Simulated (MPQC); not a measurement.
# One shape, several levels: C2H3N (ethenimine)

We compute a comparison of 6 runs (HF/STO-3G, HF/3-21G, HF/def2-SVP, HF/pcseg-1, B3LYP/6-31G*, PBE0/def2-SVP) of C2H3N (ethenimine). 

Program for the calculation: MPQC 2.3.1.

1 further run of the same task is left out (set aside as unsound or not needed).

**1. Starting point**

C2H3N: 6 atoms, total charge 0, spin state singlet. SMILES: `C=C=N`. The shape is that of a GFN2-xTB optimisation.

Bond lengths: C1–C2 1.294 Å, C2–N3 1.212 Å, C1–H4 1.074 Å, C1–H5 1.074 Å, N3–H6 1.011 Å. Angles: C1–C2–N3 170.9°, C2–C1–H4 121.1°, C2–C1–H5 121.2°, C2–N3–H6 122.5°, H4–C1–H5 117.7°.

**2. Energy and gradient at HF/STO-3G (run 1)**

File input.in:

```
% emacs should use -*- KeyVal -*- mode
molecule<Molecule>: (
  symmetry = c1
  unit = angstrom
  { atoms geometry } = {
    C  [ -0.747400 -0.027890 -0.624830 ]
    C  [ 0.203230 0.067980 0.247860 ]
    N  [ 0.983050 0.291740 1.148490 ]
    H  [ -0.749950 0.579200 -1.510580 ]
    H  [ -1.556520 -0.721230 -0.493090 ]
    H  [ 1.867590 -0.189800 1.232160 ]
  }
)
basis<GaussianBasisSet>: (
  name = "STO-3G"
  molecule = $:molecule
  basisdir = "."
  puream = yes
)
mpqc: (
  checkpoint = no
  savestate = no
  restart = no
  do_energy = yes
  do_gradient = yes
  optimize = no
  mole<CLHF>: (
    molecule = $:molecule
    basis = $:basis
    total_charge = 0
    memory = 1000000000
    print_evals = yes
    print_npa = yes
    maxiter = 120
    value_accuracy = 1e-08
    guess_wavefunction<ExtendedHuckelWfn>: (
      molecule = $:molecule
      total_charge = 0
      multiplicity = 1
      basis<GaussianBasisSet>: (
        name = "STO-3G"
        molecule = $:molecule
      )
    )
  )
)
```

The basis set STO-3G is read from a file made from the Basis Set Exchange's data (not shown).

Started as:

```bash
$ mpqc input.in > input.out
```

Standard output:

```text
MPQC: Massively Parallel Quantum Chemistry
[...]
  CLSCF::init: total charge = 0
[...]
  nbasis = 18
[...]
  iter     1 energy = -129.5745580047 delta = 3.92218e-01
[...]
  LUMO is    12   A =   0.296778
  total scf energy = -130.1762097459
[...]
Value of the MolecularEnergy: -130.1762097459
  Gradient of the MolecularEnergy:
      1   -0.0013934165
      2    0.0004235237
      3    0.0000898090
      4    0.0207352266
      5    0.0096377926
      6    0.0282994237
      7    0.0042274874
      8   -0.0322822868
      9   -0.0378163600
     10   -0.0009234325
     11   -0.0019107018
     12    0.0032522063
[...]
      symmetry = c1
[...]
```

It took 0.24 s on 1 thread of Intel Xeon 6975P-C (Granite Rapids), shared host.

**3. Energy and gradient at HF/3-21G (run 2)**

File mol.in:

```
% C2H3N
molecule<Molecule>: (
   symmetry = c1
   unit = angstrom
   { atoms geometry } = {
      C  [ -0.747400      -0.027890      -0.624830 ]
      C  [ 0.203230       0.067980       0.247860 ]
      N  [ 0.983050       0.291740       1.148490 ]
      H  [ -0.749950       0.579200      -1.510580 ]
      H  [ -1.556520      -0.721230      -0.493090 ]
      H  [ 1.867590      -0.189800       1.232160 ]
   }
)
basis<GaussianBasisSet>: (
   name = "3-21G"
   molecule = $:molecule
   basisdir = "."
   puream = yes
)
mpqc: (
   checkpoint = no
   savestate = no
   restart = no
   do_energy = yes
   do_gradient = yes
   optimize = no
   mole<CLHF>: (
      molecule = $:molecule
      basis = $:basis
      total_charge = 0
      memory = 1000000000
      print_evals = yes
      print_npa = yes
      maxiter = 120
      value_accuracy = 1e-08
      guess_wavefunction<CLHF>: (
         molecule = $:molecule
         total_charge = 0
         memory = 1000000000
         value_accuracy = 1e-3
         basis<GaussianBasisSet>: (
            name = "STO-2G"
            molecule = $:molecule
         )
      )
   )
)
```

The basis set 3-21G is read from a file made from the Basis Set Exchange's data (not shown).

Started as:

```bash
$ mpqc -o mol.out mol.in
```

Standard output:

```text
MPQC: Massively Parallel Quantum Chemistry
[...]
  LUMO is    12   A =   0.174316
  total scf energy = -131.1333341649
[...]
Value of the MolecularEnergy: -131.1333341649
  Gradient of the MolecularEnergy:
      1    0.0030328737
      2    0.0053762247
      3    0.0097910694
      4    0.0017405267
      5   -0.0129306335
      6   -0.0154330934
      7   -0.0012053744
      8    0.0067761136
      9    0.0077090038
     10   -0.0016174146
     11    0.0008850855
     12   -0.0018699257
[...]
      symmetry = c1
[...]
```

It took 0.73 s on 1 thread of Intel Xeon 6975P-C (Granite Rapids), shared host.

Runs 3 to 5 aren't shown in full; the table further down has their settings and results.

**4. Energy and forces at PBE0/def2-SVP (run 6)**

File job.in:

```
molecule<Molecule>: (
    symmetry = c1
    unit = angstrom
    { atoms geometry } = {
        C  [ -0.747400    -0.027890    -0.624830 ]
        C  [ 0.203230     0.067980     0.247860 ]
        N  [ 0.983050     0.291740     1.148490 ]
        H  [ -0.749950     0.579200    -1.510580 ]
        H  [ -1.556520    -0.721230    -0.493090 ]
        H  [ 1.867590    -0.189800     1.232160 ]
    }
)
basis<GaussianBasisSet>: (
    name = "def2-SVP"
    molecule = $:molecule
    basisdir = "."
    puream = yes
)
mpqc: (
    checkpoint = no
    savestate = no
    restart = no
    do_energy = yes
    do_gradient = yes
    optimize = no
    mole<CLKS>: (
        molecule = $:molecule
        basis = $:basis
        total_charge = 0
        memory = 1000000000
        print_evals = yes
        print_npa = yes
        maxiter = 120
        value_accuracy = 1e-08
        functional<SumDenFunctional>: (
            a0 = 0.25
            coefs = [ 0.75 1 ]
            funcs: [ <PBEXFunctional>: () <PBECFunctional>: () ]
        )
        integrator<RadialAngularIntegrator>: ( grid = xfine )
        guess_wavefunction<ExtendedHuckelWfn>: (
            molecule = $:molecule
            total_charge = 0
            multiplicity = 1
            basis<GaussianBasisSet>: (
                name = "STO-3G"
                molecule = $:molecule
            )
        )
    )
)
```

The basis set def2-SVP is read from a file made from the Basis Set Exchange's data (not shown).

Started as:

```bash
$ mpqc job.in > job.out
```

Standard output:

```text
MPQC: Massively Parallel Quantum Chemistry
[...]
  CLSCF::init: total charge = 0
[...]
  nbasis = 57
[...]
  Integrated electron density error = 0.000357044492
  iter     1 energy = -131.7061291862 delta = 1.08774e-01
  Integrated electron density error = 0.000030901578
  iter     2 energy = -131.8027477537 delta = 4.92675e-02
[...]
  Integrated electron density error = 0.000000013598
  iter    11 energy = -132.4523547884 delta = 2.06732e-06
  Integrated electron density error = 0.000000013607
  iter    12 energy = -132.4523547885 delta = 6.93894e-07
  Integrated electron density error = 0.000000013607
  iter    13 energy = -132.4523547885 delta = 1.48434e-07
[...]
  LUMO is    12   A =   0.005639
  total scf energy = -132.4523547885
[...]
  Integrated electron density error = 0.000000012005
  Total Gradient:
[...]
Value of the MolecularEnergy: -132.4523547885
  Gradient of the MolecularEnergy:
      1    0.0120760517
      2    0.0028980596
      3    0.0136393175
      4   -0.0105944095
      5   -0.0020269302
      6   -0.0111796793
      7   -0.0032224419
      8   -0.0088397109
      9   -0.0137953616
     10   -0.0016612374
     11   -0.0078483833
     12    0.0106929667
[...]
        symmetry = c1
[...]
```

Run time: 22 s. Hardware: 1 thread of Intel Xeon 6975P-C (Granite Rapids), shared host; peak memory 0.2 GiB.

**5. All runs side by side**

```tsv
run	level	starting guess	integration grid	energy (Eh)	HOMO energy (eV)	LUMO energy (eV)	HOMO–LUMO gap (eV)	wall time
1	HF/STO-3G	huckel STO-3G	–	-130.176210	-7.49	8.08	15.57	0.24 s
2	HF/3-21G	STO-2G	–	-131.133334	-9.19	4.74	13.94	0.73 s
3	HF/def2-SVP	3-21G	–	-131.772855	-9.49	4.39	13.88	4.5 s
4	HF/pcseg-1	3-21G	–	-131.838787	-9.58	4.13	13.71	4.5 s
5	B3LYP/6-31G* (spherical functions)	STO-3G	xfine	-132.705889	-6.22	0.10	6.32	17 s
6	PBE0/def2-SVP	huckel STO-3G	xfine	-132.452355	-6.64	0.15	6.80	22 s
```

**6. Results**

| quantity | value |
| --- | --- |
| run 6: total energy | -132.45235 Eh |
| run 6: HOMO energy | -6.64 eV |
| run 6: LUMO energy | 0.15 eV |
| run 6: HOMO–LUMO gap | 6.80 eV |
| run 6: largest force on an atom | 0.949 eV/Å |

In words: The HOMO–LUMO gap runs from 6.32 eV (B3LYP/6-31G*) to 15.57 eV (HF/STO-3G). The two ends differ in method and basis. Totals of different functionals can't be ranked against each other. In run 1 the basis is minimal, so the values are rough. All runs together took 49 s, the longest 22 s.
